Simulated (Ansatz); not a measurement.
A nudged elastic band was laid between two geometries of BH$_{3}$O (5 atoms, charge 0, multiplicity 1).

These are results of Ansatz 0.2.0, RKS r2SCAN-D4/def2-mTZVP, not measurements.

```yaml
movable_images: 7
climbing_image: yes
spring: 5.0 eV/Å²
optimiser: quadratic models (default)
start_path: through a guess of the saddle point
force_threshold: 0.03 eV/Å
iteration_limit: 60
end_points: relaxed
```

Initial state:

```xyz
5
Properties=species:S:1:pos:R:3
B 0.231 -0.076 0.186
H 0.197 -0.101 1.385
O 1.372 -0.381 -0.477
H 2.103 -0.605 0.116
H -0.715 0.211 -0.483
```

Final state:

```xyz
5
Properties=species:S:1:pos:R:3
B -0.459 0.121 0.109
H 1.196 -0.385 1.393
O 1.008 -0.307 0.449
H 1.806 -0.512 -0.111
H -0.364 0.131 -1.113
```

Q: What changes between the two ends?

A: Bonds broken: B1–H2. Bonds formed: H2–O3.

Q: What energy profile does the band end with?

A: The run converged. The highest image is number 7 of 0 to 8, 119.0 kcal/mol above the first end and 6.1 kcal/mol above the last; the last end lies 112.8 kcal/mol above the first. The profile has 2 maxima (images 2, 7) with wells between them (image 3): this band takes more than one step, which may be the mechanism or a detour left from its start path. Neighbouring images differ by up to 2.2 eV, so the band resolves the path poorly. A vibrational analysis at the climbing image gives one clearly imaginary mode, 1187i cm⁻¹: a first-order saddle point. The orbitals stay closed-shell, which can raise the energy where a bond breaks towards radicals; this wasn't checked here.

| image | path coordinate (Å) | energy (kcal/mol) | B1–H2 (Å) | H2–O3 (Å) |
| --- | --- | --- | --- | --- |
| 0 | 0.00 | 0.0 | 1.20 | 2.22 |
| 1 | 0.38 | 6.3 | 1.20 | 2.28 |
| 2 | 0.77 | 15.5 | 1.20 | 2.23 |
| 3 | 1.15 | 9.7 | 1.20 | 2.18 |
| 4 | 1.53 | 13.7 | 1.19 | 1.97 |
| 5 | 1.91 | 44.0 | 1.21 | 1.73 |
| 6 | 2.29 | 94.4 | 1.33 | 1.39 |
| 7 | 2.68 | 119.0 | 1.59 | 1.06 |
| 8 | 3.33 | 112.8 | 2.16 | 0.97 |

Q: What is the geometry of the highest image?

A: 
```xyz
5
Properties=species:S:1:pos:R:3
B -0.268 0.094 0.215
H 0.830 -0.378 1.271
O 1.307 -0.026 0.390
H 1.798 -0.672 -0.172
H -0.480 0.030 -0.977
```

The band took 16 iterations and roughly 2.4 core-minutes.

Time of the run: 2.5 min on 1 thread of Arm Neoverse V1, on a shared host, peak memory 0.099 GiB.
